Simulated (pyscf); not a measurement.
Structures and frequencies: ωB97X-D3(BJ)/def2-SVP in PySCF.

Question: For the elementary gas-phase step H₃C–SiH₂–CH₃ + hydrogen chloride (HCl) -> methane (CH₄) + H₃C–SiH₂–Cl (singlet surface; C–Si, Cl–H broken, C–H, Cl–Si formed), what barrier and reaction energy does ωB97M-D3(BJ)/def2-TZVP give, measured from the separated reactants?

Answer: ΔE‡ = 36.9 kcal/mol, ΔE = -26.1 kcal/mol. Zero-point energy shifts the barrier by +1.3 kcal/mol. It is a four-centre exchange, with an imaginary mode of 609i cm⁻¹. This is the saddle that the search found; another between the same sides may lie lower.
